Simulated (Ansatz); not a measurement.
Pulling the pair apart

The pair of H$_{3}$O⁺ (SMILES [OH3+], atoms 1–4) and SiH$_{3}$Cl (SMILES [SiH3]Cl, atoms 5–9), both closed shells, in one local arrangement (a lower one may exist), relaxed at PBE0-D4/def2-TZVP:

O1  (-0.251, 0.700, -2.011)
H2  (0.461, 1.137, -2.507)
H3  (0.112, 0.034, -1.253)
H4  (-0.885, 0.278, -2.616)
Si5  (0.046, -0.357, 1.871)
Cl6  (0.718, -1.078, -0.038)
H7  (-1.383, -0.056, 1.665)
H8  (0.869, 0.839, 2.129)
H9  (0.313, -1.498, 2.761)
(Å)

SiH$_{3}$Cl is shifted rigidly along the line between the mean atom positions of the two fragments (negative: closer). Counterpoise interaction energies in kcal/mol. Ansatz 0.2.0; basis: def2-TZVPPD; cores frozen in the correlated methods.

```csv
shift (Å),wB97M-V,r2SCAN-D4,HF
-0.18,-24.38,-26.67,-18.31
-0.09,-26.00,-28.07,-20.44
0.00,-26.66,-28.51,-21.58
0.09,-26.60,-28.23,-21.98
0.21,-25.69,-27.02,-21.67
0.44,-22.64,-23.48,-19.61
0.88,-15.94,-16.24,-14.43
1.75,-7.78,-7.71,-7.73
```

Q: What does CCSD(T) give at these shifts? (Judge from chemistry; the value comes from the calculation.)

A: Computed: -23.04, -24.70, -25.39, -25.37, -24.51, -21.57, -15.18, -7.56 kcal/mol. For zero shift, CCSD(T) at an estimated basis limit (MP2 extrapolated from triple and quadruple zeta, plus CCSD(T) − MP2 in triple zeta) gives -26.41 kcal/mol. These are counterpoise interaction energies, counted from the two frozen fragments.

No T1 diagnostic of these runs exceeds 0.009.

For scale, one of the runs: CCSD(T)/def2-TZVPPD, 241 basis functions, launched by `ansatz run in.yaml --threads 4 --pin off --events-out ev --progress --plain --max-ram 9574MiB`. Hardware: 4 CPU threads of an Arm Neoverse V1, shared host. Wall time 66 s; peak host memory 4.3 GiB.
